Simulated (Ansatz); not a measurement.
# Worked example: correlation energy of SiPH3 (H-bridged), singlet

Geometry: displaced at random from a stationary point.

```xyz
5

Si    0.0574   -0.0009    1.0128
P    -0.1009    0.0075   -1.0349
H     1.2599   -0.0249   -0.1883
H     0.1723    1.1074    1.9358
H     0.0692   -1.2870    1.8329
```

Basis cc-pVDZ; Ansatz 0.2.0. Correlated methods freeze the noble-gas cores, which leaves 12 electrons in 41 orbitals. Prefix R: restricted or restricted open-shell reference.

Full CI isn't at hand for all of this; RCCSDT(Q) serves as the reference, and is uncertain by the last step of the cluster series or more.

RCCSD has a T1 diagnostic of 0.015 and a largest doubles amplitude of 0.04.

Runs differ by some tens of microhartree through their thresholds, so steps under 0.03 kcal/mol mean nothing.

```json
{"level": "RHF", "total energy (hartree)": "-631.326062"}
{"level": "RMP2", "total energy (hartree)": "-631.540067"}
{"level": "RCCSD", "total energy (hartree)": "-631.577072"}
{"level": "RCCSD(T)", "total energy (hartree)": "-631.585856"}
{"level": "RCCSDT", "total energy (hartree)": "-631.586981"}
{"level": "RCCSDT(Q)", "total energy (hartree)": "-631.587573"}
```

**Question.** What is the correlation energy at RCCSDT(Q), and what share of it do RMP2 and RCCSD recover?

**Answer.** E(corr) = -631.587573 − (-631.326062) = -0.261511 hartree = -7.116 eV. RMP2: -0.214005 / -0.261511 = 81.83 %. RCCSD: -0.251010 / -0.261511 = 95.98 %.

**Question.** By how many kcal/mol does RCCSD(T) miss RCCSDT(Q) (1 hartree = 627.509 kcal/mol), and which steps make up the rest?

**Answer.** -631.585856 − (-631.587573) = 0.001717 hartree = 1.08 kcal/mol. Steps: RCCSDT − RCCSD(T) = -0.71, RCCSDT(Q) − RCCSDT = -0.37 kcal/mol. Differences between like states or geometries often cancel part of this.
